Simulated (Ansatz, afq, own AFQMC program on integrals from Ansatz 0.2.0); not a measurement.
## Where AFQMC and coupled cluster stand for BH4⁺, singlet

```yaml
atoms:
  - { symbol: B, position_ang: [0.0013, 0.0515, -0.0521] }
  - { symbol: H, position_ang: [-0.0143, 0.9129, 0.7977] }
  - { symbol: H, position_ang: [-0.0390, -1.5562, 1.5767] }
  - { symbol: H, position_ang: [0.0226, 0.9014, -0.9133] }
  - { symbol: H, position_ang: [0.0169, -0.8100, -0.9020] }
```

Basis cc-pVDZ. Noble-gas cores (and the filled d shells of Ga–Kr and In–Xe) are frozen. Integrals, coupled cluster, full CI and functionals: Ansatz 0.2.0; the random walks run on the same integrals in our own AFQMC program. The CISD trial takes its coefficients from CCSD amplitudes. Released means that phaseless walkers are propagated on without the constraint, phases kept. Error bars are statistical, one sigma.

Determinant: RHF, the one that the program's search chose, which needn't be the lowest solution. The geometry is a point of a scan.

Full CI on the same integrals is exact in this basis and with this determinant's frozen core.

Cautions: restricted determinant unstable towards unrestricted (UHF 1.14 eV lower, ⟨S²⟩ 0.85); strong correlation (T1 0.052, weight of the determinant 0.83, largest double 0.34); the CCSD(T) amplitudes may be one of several solutions (largest double 0.34); the CCSDT(Q) amplitudes may be one of several solutions (largest double 0.37); the ph-AFQMC/CISD walk drifts between its halves (2.3 errors).

```
T1 diagnostic                               : 0.0515
weight of the determinant in the CISD state : 0.827
size of the correlated space                : 6 electrons in 33 orbitals
```

Reference: full CI, correlation energy -4.349 eV. The released energy is read at 2.40 1/Eh (meV from the phaseless value at times in 1/Eh: -3 ± 10 at 0.24, -24 ± 10 at 0.51, -10 ± 16 at 0.99, -44 ± 19 at 1.62, -17 ± 14 at 2.40). The cautions show a poor starting determinant, so the rows tell how each method copes with it here, and full CI is the sure value.

```
         level  E − E(reference) (kJ/mol)  share of correlation (%)
            HF                      419.6                      0.00
           MP2                      112.0                     73.30
          CCSD                       17.8                     95.76
       CCSD(T)                        2.4                     99.42
         CCSDT                        0.9                     99.80
      CCSDT(Q)                        0.1                     99.97
 ph-AFQMC/CISD                  4.1 ± 1.1                     99.03
released AFQMC                  2.4 ± 1.4                     99.43
```

CCSDT and higher add their correlation energy to the determinant of the CCSD(T) run, since their own runs factorise the integrals more tightly (a shift of under 2 meV). A walk keeps the symmetry of its determinant, which the program's search chose and which needn't be the lowest solution, so a lower state of the same spin and another symmetry isn't excluded. Released energies are given only where the last usable release times agree within the noise; a slower fall can still hide under it.
